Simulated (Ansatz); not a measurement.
# C₂H₄N₂O: small, medium and large basis sets

How large a basis does C₂H₄N₂O need? Two functionals are run in growing sets.

Method: one geometry, several basis sets; program: Ansatz 0.2.0, Gaussian basis.

Plan: PBE0-D4/def2-SVP; ωB97M-V/def2-SVP; PBE0-D4/def2-QZVPP; ωB97M-V/def2-QZVPP; the functionals' def2-TZVPP values are taken from earlier runs.

### 1 The geometry

An earlier PBE0-D4 in a triple-zeta def2 set relaxation fixed the geometry.

9 atoms, charge 0, spin multiplicity 1.

Atoms are counted from 1 here; the program's logs count them from 0.

Bond lengths: N1–C2 1.234 Å, N1–H6 1.025 Å, C2–C3 1.313 Å, C3–N4 1.397 Å, C3–O5 1.373 Å, N4–H7 1.008 Å, N4–H8 1.013 Å, O5–H9 0.961 Å. Angles: C2–N1–H6 113.3°, N1–C2–C3 172.4°, C2–C3–N4 124.3°, C2–C3–O5 123.2°, N4–C3–O5 112.2°, C3–N4–H7 113.0°, C3–N4–H8 112.7°, H7–N4–H8 110.7°, C3–O5–H9 108.7°.

### 2 PBE0-D4 in def2-SVP

The input, in.yaml:

```yaml
crystal:
  periodic: [false, false, false]
  atoms:
    - {symbol: N, position_ang: [0.060390, 2.088773, -0.524327]}
    - {symbol: C, position_ang: [-0.039375, 0.921133, -0.136449]}
    - {symbol: C, position_ang: [0.028886, -0.321864, 0.281969]}
    - {symbol: N, position_ang: [-0.110412, -1.439530, -0.544745]}
    - {symbol: O, position_ang: [0.120601, -0.665336, 1.607633]}
    - {symbol: H, position_ang: [-0.844760, 2.534827, -0.702376]}
    - {symbol: H, position_ang: [-0.457920, -1.209471, -1.462720]}
    - {symbol: H, position_ang: [0.740447, -1.985903, -0.610847]}
    - {symbol: H, position_ang: [0.590744, 0.031171, 2.074763]}
basis:
  gaussian: {orbitals: def2-SVP}
hamiltonian: {xc: pbe0, dispersion: d4}
output: {orbitals: {seedname: orbitals}}
```

The runs that follow: ωB97M-V in def2-SVP; PBE0-D4 in def2-QZVPP; ωB97M-V in def2-QZVPP.

Q: Predict the results of all the runs planned. Wanted: PBE0-D4: double and triple zeta above quadruple; ωB97M-V: double and triple zeta above quadruple.

As calculated:

| quantity | value |
| --- | --- |
| PBE0-D4: double and triple zeta above quadruple | 8.78, 0.40 eV |
| ωB97M-V: double and triple zeta above quadruple | 9.03, 0.38 eV |

**Reading.** For PBE0-D4 the step from double to triple zeta gains 8.38 eV and the next only 0.40 eV. These are total energies; as a rule much of such shifts cancels in differences, which this series doesn't test. The LUMO of ωB97M-V is positive and keeps falling with the basis (1.99 to 1.41 eV): an unbound level that the basis holds in place.
